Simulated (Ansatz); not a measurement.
# SiH₄, singlet along the distance Si1-H5

Starting geometry (PBE0/def2-TZVP stationary point for this spin, not checked as a minimum):

```yaml
atoms:
  - { symbol: Si, position_ang: [0.0000, 0.0000, 0.0000] }
  - { symbol: H, position_ang: [0.8558, 0.8587, 0.8568] }
  - { symbol: H, position_ang: [-0.8596, -0.8544, 0.8574] }
  - { symbol: H, position_ang: [-0.8547, 0.8555, -0.8611] }
  - { symbol: H, position_ang: [0.8584, -0.8599, -0.8531] }
```

From there H5 moves along the line of the two atoms named below, all else staying in place; atoms are numbered as listed. Energies are in kcal/mol, counted from the starting geometry at the same level. Kohn–Sham curves are unrestricted where that lies lower.

Basis cc-pVDZ; Ansatz 0.2.0. Only valence electrons are correlated (noble-gas cores frozen). R marks a restricted (for open shells ROHF) determinant.

Full CI isn't at hand for all of this; RCCSDT(Q) serves as the reference, and is uncertain by the last step of the cluster series or more.

| distance Si1-H5 (Å) | RPA-PBE |
| --- | --- |
| 1.165 | 36.9 |
| 1.360 | 4.5 |
| 1.485 | 0.0 |
| 1.610 | 2.3 |
| 1.805 | 13.0 |
| 2.075 | 32.8 |
| 2.694 | 72.3 |

Task: Estimate the RCCSDT(Q) curve in cc-pVDZ from this one, knowing how RPA-PBE differs from it in such a basis.

Result: The computed RCCSDT(Q) values, in kcal/mol from the starting point, and the difference of RPA-PBE against them:
| distance Si1-H5 (Å) | RCCSDT(Q) | RPA-PBE less RCCSDT(Q) |
| --- | --- | --- |
| 1.165 | 36.6 | 0.3 |
| 1.360 | 4.3 | 0.2 |
| 1.485 | 0.0 | 0.0 |
| 1.610 | 2.5 | -0.2 |
| 1.805 | 13.4 | -0.4 |
| 2.075 | 33.3 | -0.5 |
| 2.694 | 70.3 | 2.0 |

The difference spans 2.5 kcal/mol and is largest, 2.0 kcal/mol, at 2.694 Å.

In so small a basis both RPA and the reference are far from their limits and near them at different rates, so the difference would change in a larger set.
